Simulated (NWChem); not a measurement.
Species: isobutene (C₄H₈); SMILES CC(C)=C

Program: NWChem. Medium grid unless said otherwise, to which SCAN and Minnesota functionals are sensitive. The geometry was optimised at PBE0/def2-SVP. Computed dipoles belong to the equilibrium geometry; the measured one is vibrationally averaged.

Measured dipole moment: 0.50 D (NIST CCCBDB, as tabulated in the package chemicals).

| level | dipole moment (D) | computed − measured | relative time (rough) |
|---|---|---|---|
| PBE/def2-TZVP | 0.58 | +0.08 | 1 |
| B3LYP/def2-TZVP | 0.56 | +0.06 | 1 |
| M06-2X/def2-TZVP | 0.54 | +0.04 | 1 |
| CAM-B3LYP/def2-TZVP | 0.57 | +0.07 | 10 |
| PBE0/def2-TZVP | 0.57 | +0.07 | 1 |
| PW6B95/def2-TZVP | 0.55 | +0.05 | 1 |
